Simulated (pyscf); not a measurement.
# Four-centre exchange: O=B–OH (SMILES O=BO) + CH₄ (SMILES C) → H₂O (SMILES O) + H₃C–B=O (SMILES CB=O)

Gas phase, singlet surface, charge 0. Bonds broken: O1–B2, C5–H6. Bonds formed: O1–H6, B2–C5. Single points on ωB97X-D3(BJ)/def2-SVP structures (PySCF, gas phase). Correlated levels are frozen-core, on RHF or UHF. ΔMP2 is the change of the MP2 total energy from the triple- to the quadruple-zeta basis.

Transition state (Å):

```xyz
9

O      0.9150    -0.0544     1.2098
B      0.3829    -0.1086    -0.1980
O      0.8301    -0.5418    -1.2644
H      1.4357    -0.8326     1.4632
C     -1.2192     0.5151     0.1480
H     -0.3088     0.1080     1.1301
H     -1.1559     1.4719    -0.3912
H     -1.8691    -0.1899    -0.3852
H     -1.7180     0.7591     1.1101
```

One imaginary mode, 1540i cm⁻¹; descent along it reached the two sides named, in the forms told below.

| bond | change | reactant side (Å) | saddle | product side |
|---|---|---|---|---|
| O1–B2 | breaks | 1.327 | 1.506 | 2.8 |
| C5–H6 | breaks | 1.100 | 1.400 | 3.7 |
| O1–H6 | forms | 2.7 | 1.237 | 0.965 |
| B2–C5 | forms | 3.3 | 1.754 | 1.539 |

Electronic energies relative to the separated reactants (kcal/mol):

```json
[
 {"level": "ωB97X-D3(BJ)/def2-TZVP", "barrier": "59.4", "reaction energy": "+16.2", "reverse barrier": "43.2"},
 {"level": "PBE/def2-TZVP", "barrier": "52.2", "reaction energy": "+16.7", "reverse barrier": "35.4"},
 {"level": "r²SCAN/def2-TZVP", "barrier": "55.1", "reaction energy": "+17.9", "reverse barrier": "37.2"},
 {"level": "B3LYP-D3(BJ)/def2-TZVP", "barrier": "60.9", "reaction energy": "+17.9", "reverse barrier": "43.0"},
 {"level": "PBE0-D3(BJ)/def2-TZVP", "barrier": "54.5", "reaction energy": "+16.5", "reverse barrier": "38.0"},
 {"level": "M06-2X/def2-TZVP", "barrier": "58.9", "reaction energy": "+19.0", "reverse barrier": "39.9"},
 {"level": "ωB97M-D3(BJ)/def2-TZVP", "barrier": "59.2", "reaction energy": "+16.7", "reverse barrier": "42.5"},
 {"level": "HF/def2-TZVP", "barrier": "81.8", "reaction energy": "+20.0", "reverse barrier": "61.8"},
 {"level": "MP2/def2-QZVPP", "barrier": "59.5", "reaction energy": "+14.8", "reverse barrier": "44.7"},
 {"level": "CCSD/def2-TZVPP", "barrier": "64.4", "reaction energy": "+15.5", "reverse barrier": "48.9"},
 {"level": "CCSD(T)/def2-TZVPP", "barrier": "61.2", "reaction energy": "+15.2", "reverse barrier": "46.1"},
 {"level": "CCSD(T)/def2-TZVPP + ΔMP2(QZVPP)", "barrier": "61.2", "reaction energy": "+14.7", "reverse barrier": "46.5"}
]
```

With CCSD(T)/def2-TZVPP + ΔMP2(QZVPP) energies and thermal terms (ideal gas, 1 atm, RRHO with modes under 100 cm⁻¹ raised to 100, one conformer, R ln 2 for chiral ones without a mode under 150 cm⁻¹), in kcal/mol:

```
T (K)   ΔH‡   ΔG‡     ΔH     ΔG
-----  ----  ----  -----  -----
298    59.3  68.8  +14.7  +14.3
600    59.7  78.3  +15.0  +13.8
900    60.5  87.4  +15.2  +13.2
1200   61.4  96.2  +15.2  +12.5
```

On the product side the descent ends in a complex (not fully relaxed), 5.6 kcal/mol under the separated species and 48.8 kcal/mol under the saddle at ωB97X-D3(BJ)/def2-TZVP. The products may also form a dative adduct at H₃C–B=O; it and routes through it were not searched. The same reactants have a lower exit, to H₃C–B(OH)–OH (barrier +44.8 kcal/mol at ωB97M-D3(BJ), against +59.2 kcal/mol here). This is the saddle that the search found; another between the same sides may lie lower. The CCSD(T) − MP2 part came from Ansatz, without density fitting, on the same reference.
